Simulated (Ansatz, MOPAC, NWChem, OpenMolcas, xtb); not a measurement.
## BNH3 (SMILES B[NH]): methods side by side

BNH3, doublet, SMILES `B[NH]`. Each level relaxes the structure for itself.

Quantity: the zero-point energy at each level's own minimum, in kJ/mol. The values are calculated.

```tsv
level	kind	program	value (kJ/mol)
MNDO	semi-empirical	MOPAC	88.9
PM6-DH+	semi-empirical	MOPAC	77.7
PM7-HH	semi-empirical	MOPAC	76.9
GFN1-xTB	semi-empirical	xtb	78.9
UHF/3-21G	Hartree–Fock	OpenMolcas	86.9
UBP86/def2-SVP	GGA	NWChem	76.4
UB3LYP-D3(BJ)/def2-SVP	global hybrid	NWChem	78.8
UPBE0-D4/def2-TZVP	global hybrid	Ansatz	80.2
UB3LYP/6-31G* (Cartesian functions)	global hybrid	OpenMolcas	80.3
UPBE0/def2-SVP	global hybrid	OpenMolcas	79.3
```

Harmonic and unscaled. The values span 76.4 to 88.9 kJ/mol.
